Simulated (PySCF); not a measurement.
3-fluoropropan-1-amine, C3H8FN.
Geometry (PBE0-D3(BJ)/def2-SVP, Å), atoms numbered from 1 in this order:
```
atom  x, y, z in Å
N1     1.570   -0.798    0.034
C2     0.843    0.269   -0.627
C3    -0.390    0.665    0.175
C4    -1.387   -0.462    0.301
F5    -1.865   -0.803   -0.947
H6     2.260   -1.209   -0.588
H7     2.082   -0.439    0.838
H8     0.500   -0.102   -1.606
H9     1.447    1.178   -0.831
H10   -0.879    1.533   -0.298
H11   -0.095    0.985    1.191
H12   -2.245   -0.169    0.930
H13   -0.898   -1.349    0.736
```

All values: B3LYP/def2-SVPD (PySCF, non-relativistic), on one gas-phase PBE0-D3(BJ)/def2-SVP geometry that isn't relaxed in the solvent. The solvent is an IEF-PCM continuum (van der Waals radii × 1.2), and excitations are vertical TDDFT with non-equilibrium linear response and a frozen core. Specific hydrogen bonds and non-electrostatic terms are outside this model.

Gas-phase singlets (H = HOMO, L = LUMO):

| state | E (eV) | λ (nm) | f | leading configurations |
| --- | --- | --- | --- | --- |
| S1 | 6.079 | 204 | 0.011 | H→L 96% |
| S2 | 7.026 | 176 | 0.004 | H→L+1 88% |
| S3 | 7.212 | 172 | 0.051 | H→L+2 88%, H→L+3 10% |
| S4 | 7.424 | 167 | 0.007 | H→L+3 78%, H→L+2 10% |
| S5 | 7.864 | 158 | 0.011 | H→L+4 93% |

Problem. How does the list change in cyclohexane (ε = 2.017)?

Solution. 
```
state  E (eV)  λ (nm)      f  leading configurations  change by rank (eV)
   S1   6.140     202  0.012                 H→L 94%               +0.061
   S2   7.080     175  0.007               H→L+1 85%               +0.054
   S3   7.198     172  0.068    H→L+2 76%, H→L+3 19%               -0.014
   S4   7.373     168  0.009    H→L+3 73%, H→L+2 15%               -0.051
   S5   7.847     158  0.012               H→L+4 93%               -0.017
```

Problem. What are the lowest 5 singlets in water (ε = 78.36)?

Solution. 
```tsv
state	E (eV)	λ (nm)	f	leading configurations	change by rank (eV)
S1	6.286	197	0.009	H→L 93%	+0.207
S2	7.196	172	0.004	H→L+1 81%, H→L+2 9%	+0.170
S3	7.239	171	0.074	H→L+3 52%, H→L+2 34%	+0.027
S4	7.317	169	0.011	H→L+2 54%, H→L+3 41%	-0.107
S5	7.930	156	0.009	H→L+4 94%	+0.066
```

Problem. How do the frontier levels move from gas to water?

Solution. 
| orbital | gas (eV) | solvent (eV) | change (eV) | Löwdin shares, gas | Löwdin shares, solvent |
| --- | --- | --- | --- | --- | --- |
| LUMO+2 | 1.32 | 1.45 | +0.13 | H9 16 %, H10 14 %, H13 11 %, H7 9 % | H10 17 %, C3 13 %, F5 12 %, H11 11 % |
| LUMO+1 | 1.05 | 1.31 | +0.26 | H12 15 %, H11 15 %, C4 12 %, C3 11 % | C4 18 %, H12 15 %, F5 10 %, H6 9 % |
| LUMO | 0.34 | 0.60 | +0.26 | C2 17 %, H7 14 %, H6 12 %, N1 11 % | C2 16 %, C4 13 %, C3 10 %, F5 8 % |
| HOMO | -6.85 | -6.73 | +0.12 | N1 62 %, C2 13 %, H9 7 %, H6 6 % | N1 61 %, C2 13 %, H9 7 %, H6 6 % |
| HOMO-1 | -8.93 | -8.92 | +0.01 | F5 30 %, C4 21 %, H13 12 %, C3 11 % | F5 21 %, C4 19 %, C3 15 %, C2 12 % |
| HOMO-2 | -9.16 | -9.18 | -0.02 | F5 38 %, C4 21 %, C3 19 %, H12 6 % | F5 30 %, C4 22 %, C3 20 %, H12 6 % |
| HOMO-3 | -9.71 | -9.52 | +0.19 | C2 25 %, C3 20 %, H8 16 %, H11 10 % | C2 21 %, C3 21 %, H8 13 %, H11 9 % |

The HOMO–LUMO gap goes from 7.19 to 7.34 eV. Rows go by rank; for HOMO-2, HOMO-1, LUMO, LUMO+1 and LUMO+2 the atom shares or the degeneracy differ between the runs, so the row needn't follow one orbital.
